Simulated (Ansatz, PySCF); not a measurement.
Process, species as SMILES: [SiH3][SiH3] (Si2H6) [silylsilane] → [SiH2][SiH3] (Si2H5) + H atom (the H-Si bond breaks)

Wanted: bond dissociation energy (electronic), in kcal/mol. Terms: non-relativistic; frozen cores in correlated levels; no dispersion term unless named; UHF or UKS for open shells; no spin-orbit coupling. CBS(X,Y): correlation extrapolated as X^-3; Hartree-Fock from the larger set. The bracket is a focal-point correction in the basis named. Ab initio and DFT rows: single points at B3LYP-D3(BJ) geometries (Ansatz, a program for electronic structure).

```json
[
 {"species": "[SiH3][SiH3] (Si2H6)", "coefficient": "-1", "E at BP86/def2-SVP (PySCF), Eh": "-582.44152", "E at B3LYP/def2-TZVPD (Ansatz), Eh": "-582.64296"},
 {"species": "[SiH2][SiH3] (Si2H5)", "coefficient": "+1", "E at BP86/def2-SVP (PySCF), Eh": "-581.79767", "E at B3LYP/def2-TZVPD (Ansatz), Eh": "-581.99428"},
 {"species": "H atom", "coefficient": "+1", "E at BP86/def2-SVP (PySCF), Eh": "-0.49913", "E at B3LYP/def2-TZVPD (Ansatz), Eh": "-0.50215"}
]
```

Coupled cluster (Ansatz) is a level with limits of its own, used here on species with T1 under 0.025 (0.045 for open shells) and stable references: RI-MP2/CBS(def2-TZVPPD,def2-QZVPPD)+[CCSD(T)-MP2]/def2-TZVPPD. Value to compare with, RI-MP2/CBS(def2-TZVPPD,def2-QZVPPD)+[CCSD(T)-MP2]/def2-TZVPPD (Ansatz): 94.0 kcal/mol. 1 Eh = 627.5095 kcal/mol.

### Question
Compute it at each level from the table, and compare with RI-MP2/CBS(def2-TZVPPD,def2-QZVPPD)+[CCSD(T)-MP2]/def2-TZVPPD (Ansatz).

### Answer

- BP86/def2-SVP: the sum of coefficient times E is 0.14472 Eh, or 90.81 kcal/mol. Result: 90.8 kcal/mol. Its difference against RI-MP2/CBS(def2-TZVPPD,def2-QZVPPD)+[CCSD(T)-MP2]/def2-TZVPPD (Ansatz) is -3.2 kcal/mol.
- B3LYP/def2-TZVPD: the sum of coefficient times E is 0.14653 Eh, or 91.95 kcal/mol. Result: 91.9 kcal/mol. Its difference against RI-MP2/CBS(def2-TZVPPD,def2-QZVPPD)+[CCSD(T)-MP2]/def2-TZVPPD (Ansatz) is -2.1 kcal/mol.
